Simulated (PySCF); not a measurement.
C5H10F (doublet state).
Z-matrix (Å and degrees, GFN2-xTB geometry), rows numbered from 1:
```
C 
C   1  1.4772
C   2  1.4801  1  122.64
C   3  1.5295  2  112.21  1   153.19
C   3  1.5450  2  110.10  1   -84.68
F   5  1.3743  3  110.48  2   170.31
H   1  1.0955  2  111.42  3   116.29
H   1  1.0945  2  111.03  3  -125.77
H   1  1.0876  2  111.25  3    -4.91
H   2  1.0764  1  118.52  3  -174.03
H   3  1.0976  2  109.63  1    31.63
H   4  1.0868  3  110.09  2   -63.18
H   4  1.0881  3  110.46  2    56.75
H   4  1.0873  3  110.11  2   176.86
H   5  1.0942  3  111.12  2   -71.16
H   5  1.0943  3  111.18  2    52.00
```

The hyperfine couplings belong to this conformer and change with its torsions.

As a line formula: `C[CH][C@@H](C)CF` [radical].

Method used: UKS B3LYP, pcH-1 on C F H, non-relativistic, mean-field spin-orbit, GIAO in PySCF. The structure is a single GFN2-xTB conformer in the gas phase; no vibrational or solvent corrections. Couplings are sensitive to structure, and on GFN2-xTB geometries they can be far from those on DFT ones. Stability of the SCF solution: not tested.

Principal values of hyperfine tensors in MHz (contact and dipolar terms together), for some of the nuclei:

| atom | isotope | A1 | A2 | A3 |
| --- | --- | --- | --- | --- |
| H7 | 1H | 113.02 | 115.05 | 126.99 |
| H8 | 1H | 106.92 | 108.17 | 121.61 |
| C5 | 13C | 103.91 | 104.29 | 117.95 |
| C2 | 13C | 13.11 | 13.92 | 254.07 |
| H10 | 1H | -100.41 | -62.08 | -23.52 |
| H11 | 1H | 35.92 | 36.48 | 49.70 |
| F6 | 19F | 5.85 | 11.27 | 87.50 |
| C1 | 13C | -36.50 | -33.18 | -31.79 |

**Question.** Split each tensor into its isotropic and traceless parts, and turn a_iso into mT with g = 2.0025.

**Answer.** a_iso is a third of the trace, T = A − a_iso, and a(mT) = a(MHz)/(g × 13.996).

```tsv
atom	a_iso (MHz)	a_iso (mT)	T1	T2	T3
H7	118.35	4.223	-5.33	-3.30	8.63
H8	112.23	4.004	-5.31	-4.06	9.38
C5	108.72	3.879	-4.81	-4.43	9.23
C2	93.70	3.343	-80.59	-79.78	160.37
H10	-62.00	-2.212	-38.41	-0.07	38.49
H11	40.70	1.452	-4.78	-4.22	9.00
F6	34.87	1.244	-29.03	-23.61	52.63
C1	-33.82	-1.207	-2.68	0.64	2.03
```

**Question.** What spin density at the nucleus of H11 lies behind its contact coupling (g_N = 5.58569)?

**Answer.** a_FC = 800.24 MHz bohr³ × g_N × ρ(0)/(2S). With a_FC = 40.70 MHz and 2S = 1, ρ(0) = 0.009106 bohr⁻³. In magnitude that is 2.9 % of the 1/π = 0.318 of a free hydrogen atom.

**Question.** C3 (13C, g_N = 1.40482) isn't in the table. Its spin density at the nucleus is -0.02846 bohr⁻³. What is its contact coupling?

**Answer.** By the same relation, a_FC = -32.0 MHz. Its full tensor has the principal values -34.01, -31.77, -30.20 MHz.

**Question.** Name the largest traceless tensor T of the table and describe it.

**Answer.** C2: -80.6, -79.8, 160.4 MHz, axial, in the ratio −1:−1:+2, the form that spin in one p orbital centred on that nucleus gives.

**Question.** In a single crystal, with the field along each principal axis of the tensor of H8 in turn, what first-order splitting does this nucleus give (isotropic g, quadrupole terms neglected)?

**Answer.** 2 lines (I = 1/2), spaced by |A_i|/(g × 13.996): 3.81, 3.86, 4.34 mT along the axes of A1, A2 and A3.

Time: 34 s. Hardware: x86-64 server, one thread, shared host.
